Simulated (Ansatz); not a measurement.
**C2H3OS+: one structure at several levels**

One table from this session's results is given with a row withheld; the runs are named, their logs left out.

Program: Ansatz 0.2.0, Gaussian basis. Level of theory: single points in def2-TZVPP. These are calculated values, not measurements.

Cores are frozen in the correlated methods.

### The starting structure

SMILES `[CH+]=COS`, 7 atoms, charge 1, spin multiplicity 1.

Atoms are counted from 1 here; the program's logs count them from 0.

Bond lengths: C1–C2 1.273 Å, C1–H5 1.177 Å, C2–O3 1.269 Å, C2–H6 1.138 Å, O3–S4 1.616 Å, S4–H7 1.335 Å. Angles: C2–C1–H5 162.7°, C1–C2–O3 134.9°, C1–C2–H6 105.8°, O3–C2–H6 118.4°, C2–O3–S4 131.4°, O3–S4–H7 93.6°.

As a file:

```xyz
7
charge 1, multiplicity 1
C    -0.8763    1.3219   -0.5152
C    -0.2478    0.4410    0.1555
O     0.8385   -0.1963   -0.0004
S     1.4031   -1.5341    0.7092
H    -1.2949    2.3499   -0.9059
H    -0.9738    0.0849    0.9561
H     1.0806   -2.3173   -0.3222
```

Set-up of the first run:

Input file run/in.yaml:

```yaml
crystal:
  periodic: [false, false, false]
  atoms:
    - {symbol: C, position_ang: [-0.876333, 1.321882, -0.515175]}
    - {symbol: C, position_ang: [-0.247822, 0.440974, 0.155455]}
    - {symbol: O, position_ang: [0.838487, -0.196285, -0.000435]}
    - {symbol: S, position_ang: [1.403115, -1.534113, 0.709231]}
    - {symbol: H, position_ang: [-1.294902, 2.349873, -0.905882]}
    - {symbol: H, position_ang: [-0.973828, 0.084863, 0.956146]}
    - {symbol: H, position_ang: [1.080586, -2.317308, -0.322155]}
basis:
  gaussian: {orbitals: def2-TZVPP}
total_charge: 1
hamiltonian: {xc: pbe, dispersion: d4}
output: {forces: true}
```

Started as:

```bash
> ansatz run in.yaml --threads 2 --pin off --events-out ev --progress --plain --max-ram 3481MiB
```

Among the steps run: PBE-D4/def2-TZVPP; r2SCAN-D4/def2-TZVPP; PBE0-D4/def2-TZVPP; wB97M-V/def2-TZVPP; CCSD(T)/def2-TZVPP.

One of the session's tables, all rows but one given; the rest of the session is left out.

| method | RMS force component (eV/Å) | angle to CCSD(T) forces (°) |
| --- | --- | --- |
| PBE-D4 | 1.555 | 29.8 |
| r2SCAN-D4 | 1.470 | 24.2 |
| PBE0-D4 | ? | ? |
| wB97M-V | 1.451 | 5.7 |
| CCSD(T) | 1.585 | reference |

**Question.** Estimate the row for PBE0-D4.

As computed: RMS force component (eV/Å): 1.344; angle to CCSD(T) forces (°): 10.8. In the column «RMS force component (eV/Å)» it is the lowest.
